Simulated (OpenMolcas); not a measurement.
# the pair HS2···H, step by step

Wanted: the energy (UHF/STO-3G), then the energy (CASSCF(2,2)/STO-3G), then a single-point energy (CASPT2(2,2)/STO-3G), then the energy (SC-NEVPT2(2,2)/STO-3G), then the energy (MRCI(2,2)/STO-3G) of the pair HS2···H. 

The calculation is run with OpenMolcas 26.06.

2 further runs of the same task are left out: 1 for a known fault of the program, 1 set aside as unsound or not needed.

## (1) The system as given

The species is H2S2 (4 atoms), meant as a singlet with charge 0. The S2–H4 distance was set to 2.010 Å, away from the relaxed value.

Bond lengths: S1–S2 2.045 Å, S1–H3 1.340 Å. Angles: S2–S1–H3 98.1°. A long bond or contact: S2–H4 2.010 Å.

## (2) A single-point energy at UHF/STO-3G (run 1)

Contents of struct.xyz:

```xyz
4

S     -0.710160    -0.089120    -1.330126
S     -0.705290     1.140210     0.304494
H      0.424100     0.344850    -1.895916
H      0.143010    -0.127830     1.612990
```

Contents of step1.input:

```
>>> EXPORT MOLCAS_PRINT=2
&GATEWAY
BasLib=$CurrDir
Coord=struct.xyz
Basis=STO-3G
Group=NoSym
&SEWARD
&SCF
UHF
Scramble=0.25
PrOrbitals=1 1
```

The basis set STO-3G is read from a file made from the Basis Set Exchange's data (not shown).

Launch:

```
$ export MOLCAS_MEM=1860
$ pymolcas step1.input > step1.log
```

The log of the run:

```text
--- Start Module: gateway ---
[...]
--- Stop Module: gateway /rc=_RC_ALL_IS_WELL_ ---
--- Start Module: seward ---
[...]
      Basis functions           20
--- Stop Module: seward /rc=_RC_ALL_IS_WELL_ ---
--- Start Module: scf ---
[...]
       Convergence after  32 Iterations
[...]
::    Total SCF energy                               -787.3905458983
[...]
      Total spin, S                                     0.4629490982
[...]
      Total electronic charge=   34.000000
      Total            charge=   -0.000000
[...]
      Dipole Moment (debye):
      Origin of the operator (angstrom)=   -0.6774    0.5128   -0.5015
                   X=  7.0469E-01               Y=  2.5645E-01               Z= -3.0406E-01           Total=  8.0920E-01
      Quadrupole Moment (debye*angstrom):
[...]
--- Stop Module: scf /rc=_RC_ALL_IS_WELL_ ---
[...]
```

Run time: 2.1 s. Hardware: 1 thread of Arm Neoverse V1, shared host; peak memory 0.37 GiB.

## (3) A single-point energy at CASSCF(2,2)/STO-3G (run 2)

struct.xyz is that of step 2.

Contents of step2.inp:

```
>>> EXPORT MOLCAS_PRINT=2
&GATEWAY
BasLib=$CurrDir
Coord=struct.xyz
Basis=STO-3G
Group=NoSym
&SEWARD
&RASSCF
FileOrb=$CurrDir/step1.UnaOrb
Spin=1
Nactel=2 0 0
Inactive=16
Ras2=2
OrbListing=Nothing
```

The basis set STO-3G is read from a file made from the Basis Set Exchange's data (not shown).

Launch:

```
$ export MOLCAS_MEM=1860
$ pymolcas step2.inp > step2.log
```

The log of the run:

```text
--- Start Module: gateway ---
[...]
--- Stop Module: gateway /rc=_RC_ALL_IS_WELL_ ---
--- Start Module: seward ---
[...]
      Basis functions           20
--- Stop Module: seward /rc=_RC_ALL_IS_WELL_ ---
--- Start Module: rasscf ---
[...]
      Number of active orbitals                  2
[...]
      Spin quantum number                      0.0
[...]
      Active orbitals                            2
[...]
      Number of CSFs                             3
[...]
      Number of root(s) required                 1
[...]
      Convergence after 14 iterations
[...]
      printout of CI-coefficients larger than  0.05 for root  1
      energy=    -787.426063
      conf/sym  11     Coeff  Weight
             1  20  -0.93853 0.88085
             3  02   0.34519 0.11915
      Natural orbitals and occupation numbers for root  1
      sym 1:   1.761693   0.238307
      ************************************************************************************************************************
      *                                                    Final results                                                     *
[...]
::    RASSCF root number  1 Total energy:   -787.42606313
[...]
      Total electronic charge=   34.000000
      Total            charge=   -0.000000
[...]
      Dipole Moment (debye):
      Origin of the operator (angstrom)=   -0.6774    0.5128   -0.5015
                   X=  7.4047E-01               Y=  2.0823E-01               Z= -2.4976E-01           Total=  8.0872E-01
      Quadrupole Moment (debye*angstrom):
[...]
--- Stop Module: rasscf /rc=_RC_ALL_IS_WELL_ ---
[...]
```

Run time: 1.8 s. Hardware: 1 thread of Arm Neoverse V1, shared host; peak memory 0.37 GiB.

## (4) A single-point energy at CASPT2(2,2)/STO-3G (run 3)

struct.xyz is that of step 3.

Contents of step3.inp:

```
* H2S2 CASPT2
&GATEWAY
BasLib=$CurrDir
Coord=struct.xyz
Basis=STO-3G
Group=NoSym
&SEWARD
&RASSCF
FileOrb=$CurrDir/step2.RasOrb
Spin=1
Nactel=2 0 0
Inactive=16
Ras2=2
OrbListing=Nothing
&CASPT2
Imaginary=0.1
Frozen=10
```

The basis set STO-3G is read from a file made from the Basis Set Exchange's data (not shown).

Launch:

```
$ export MOLCAS_MEM=1860
$ pymolcas step3.inp > step3.log
```

The log of the run:

```text
--- Start Module: gateway ---
[...]
--- Stop Module: gateway /rc=_RC_ALL_IS_WELL_ ---
[...]
      Basis functions           20
[...]
--- Start Module: rasscf ---
[...]
      Number of active orbitals                  2
[...]
      Spin quantum number                      0.0
[...]
      Active orbitals                            2
[...]
      Number of CSFs                             3
[...]
      Number of root(s) required                 1
[...]
      Convergence after  4 iterations
[...]
      printout of CI-coefficients larger than  0.05 for root  1
      energy=    -787.426063
      conf/sym  11     Coeff  Weight
             1  20  -0.93853 0.88085
             3  02   0.34519 0.11915
      Natural orbitals and occupation numbers for root  1
      sym 1:   1.761693   0.238307
      ************************************************************************************************************************
      *                                                    Final results                                                     *
[...]
::    RASSCF root number  1 Total energy:   -787.42606313
[...]
      Total electronic charge=   34.000000
      Total            charge=   -0.000000
[...]
      Dipole Moment (debye):
      Origin of the operator (angstrom)=   -0.6774    0.5128   -0.5015
                   X=  7.4047E-01               Y=  2.0823E-01               Z= -2.4975E-01           Total=  8.0872E-01
      Quadrupole Moment (debye*angstrom):
[...]
--- Stop Module: rasscf /rc=_RC_ALL_IS_WELL_ ---
--- Start Module: caspt2 ---
[...]
      E2 (Variational):          -0.0373529765
      Total energy:            -787.4634161032
[...]
      Reference weight:           0.97787
[...]
::    CASPT2 Root  1     Total energy:   -787.46341610
[...]
--- Stop Module: caspt2 /rc=_RC_ALL_IS_WELL_ ---
[...]
```

Wall time 1.7 s (1 thread of Arm Neoverse V1, shared host); peak memory 0.37 GiB.

## (5) A single-point energy at SC-NEVPT2(2,2)/STO-3G (run 4)

struct.xyz is that of step 4.

Contents of step4.inp:

```
* H2S2 NEVPT2
>>> EXPORT MOLCAS_PRINT=2
&GATEWAY
BasLib=$CurrDir
Coord=struct.xyz
Basis=STO-3G
Group=NoSym
&SEWARD
&RASSCF
FileOrb=$CurrDir/step2.RasOrb
Spin=1
Nactel=2 0 0
Inactive=16
Ras2=2
OrbListing=Nothing
&CASPT2
SC-NEVPT2
Frozen=10
```

The basis set STO-3G is read from a file made from the Basis Set Exchange's data (not shown).

Launch:

```
$ export MOLCAS_MEM=1860
$ pymolcas step4.inp > step4.log
```

The log of the run:

```text
--- Start Module: gateway ---
[...]
--- Stop Module: gateway /rc=_RC_ALL_IS_WELL_ ---
[...]
      Basis functions           20
[...]
--- Start Module: rasscf ---
[...]
      Number of active orbitals                  2
[...]
      Spin quantum number                      0.0
[...]
      Active orbitals                            2
[...]
      Number of CSFs                             3
[...]
      Number of root(s) required                 1
[...]
      Convergence after  4 iterations
[...]
      printout of CI-coefficients larger than  0.05 for root  1
      energy=    -787.426063
      conf/sym  11     Coeff  Weight
             1  20  -0.93853 0.88085
             3  02   0.34519 0.11915
      Natural orbitals and occupation numbers for root  1
      sym 1:   1.761693   0.238307
      ************************************************************************************************************************
      *                                                    Final results                                                     *
[...]
::    RASSCF root number  1 Total energy:   -787.42606313
[...]
      Total electronic charge=   34.000000
      Total            charge=   -0.000000
[...]
      Dipole Moment (debye):
      Origin of the operator (angstrom)=   -0.6774    0.5128   -0.5015
                   X=  7.4047E-01               Y=  2.0823E-01               Z= -2.4975E-01           Total=  8.0872E-01
      Quadrupole Moment (debye*angstrom):
[...]
--- Stop Module: rasscf /rc=_RC_ALL_IS_WELL_ ---
--- Start Module: caspt2 ---
[...]
      E2 (Variational):          -0.0370658526
[...]
      E2 (Variational):          -0.0370398640
      Total energy:            -787.4631029907
[...]
      Reference weight:           0.97815
[...]
::    SC-NEVPT2 Root  1     Total energy:   -787.46310299
[...]
--- Stop Module: caspt2 /rc=_RC_ALL_IS_WELL_ ---
[...]
```

Run time: 1.6 s. Hardware: 1 thread of Arm Neoverse V1, shared host; peak memory 0.37 GiB.

## (6) A single-point energy at MRCI(2,2)/STO-3G (run 5)

struct.xyz is that of step 5.

Contents of step5.inp:

```
&GATEWAY
  BASLIB
  $CurrDir
  COORD
  struct.xyz
  BASIS
  STO-3G
  GROUP
  NoSym

&SEWARD

&RASSCF
  FILEORB
  $CurrDir/step2.RasOrb
  SPIN
  1
  NACTEL
  2 0 0
  INACTIVE
  16
  RAS2
  2
  ORBLISTING
  Nothing

&MOTRA
  LUMORB
  FROZEN
  10

&GUGA
  ELECTRONS
  14
  SPIN
  1
  INACTIVE
  6
  ACTIVE
  2
  CIALL
  1

&MRCI
  SDCI
```

The basis set STO-3G is read from a file made from the Basis Set Exchange's data (not shown).

Launch:

```
$ export MOLCAS_MEM=1860
$ pymolcas step5.inp > step5.log
```

The log of the run:

```text
--- Start Module: gateway ---
[...]
--- Stop Module: gateway /rc=_RC_ALL_IS_WELL_ ---
[...]
      Basis functions           20
[...]
      Number of active orbitals                  2
[...]
      Spin quantum number                      0.0
[...]
      Active orbitals                            2
[...]
      Number of CSFs                             3
[...]
      Number of root(s) required                 1
[...]
      Convergence after  4 iterations
[...]
      printout of CI-coefficients larger than  0.05 for root  1
      energy=    -787.426063
      conf/sym  11     Coeff  Weight
             1  20  -0.93853 0.88085
             3  02   0.34519 0.11915
      Natural orbitals and occupation numbers for root  1
      sym 1:   1.761693   0.238307
      ************************************************************************************************************************
      *                                                    Final results                                                     *
[...]
::    RASSCF root number  1 Total energy:   -787.42606313
[...]
      Dipole Moment (debye):
      Origin of the operator (angstrom)=   -0.6774    0.5128   -0.5015
                   X=  7.4047E-01               Y=  2.0823E-01               Z= -2.4975E-01           Total=  8.0872E-01
      Quadrupole Moment (debye*angstrom):
[...]
--- Start Module: guga ---
[...]
--- Stop Module: guga /rc=_RC_ALL_IS_WELL_ ---
[...]
       (But an ACPF correction will be computed)
       USE THE DEFAULT ACPF G-VALUE GFAC=  0.14285714285714285
[...]
                      CI ENERGY:  -787.47767467
[...]
                ACPF CORRECTION:    -0.00214929
[...]
      Total electronic charge=   34.000000
      Total            charge=   -0.000000
[...]
     ACPF CORRECTION:     -0.00214929
[...]
  CI State   1     Total energy:   -787.47767467     QDav:     -0.00252503     QACPF:     -0.00214929
[...]
```

It took 1.8 s on 1 thread of Arm Neoverse V1, shared host; peak memory 0.37 GiB.

## (7) Summary of results

```
                                                    quantity          value
                             run 1, UHF/STO-3G: total energy  -787.39055 Eh
                            run 1, UHF/STO-3G: dipole moment         0.81 D
                              run 1, UHF/STO-3G: HOMO energy       -6.91 eV
                              run 1, UHF/STO-3G: LUMO energy        6.29 eV
                            run 1, UHF/STO-3G: HOMO–LUMO gap       13.19 eV
                                     run 1, UHF/STO-3G: ⟨S²⟩          0.677
                     run 2, CASSCF(2,2)/STO-3G: total energy  -787.42606 Eh
   run 2, CASSCF(2,2)/STO-3G: dipole moment (CASSCF density)         0.81 D
                     run 3, CASPT2(2,2)/STO-3G: total energy  -787.46342 Eh
   run 3, CASPT2(2,2)/STO-3G: dipole moment (CASSCF density)         0.81 D
                  run 4, SC-NEVPT2(2,2)/STO-3G: total energy  -787.46310 Eh
run 4, SC-NEVPT2(2,2)/STO-3G: dipole moment (CASSCF density)         0.81 D
                       run 5, MRCI(2,2)/STO-3G: total energy  -787.47767 Eh
     run 5, MRCI(2,2)/STO-3G: dipole moment (CASSCF density)         0.81 D
```

⟨S²⟩ (run 1, UHF/STO-3G) is 0.68 where a pure singlet has 0.00: the reference is spin-contaminated.
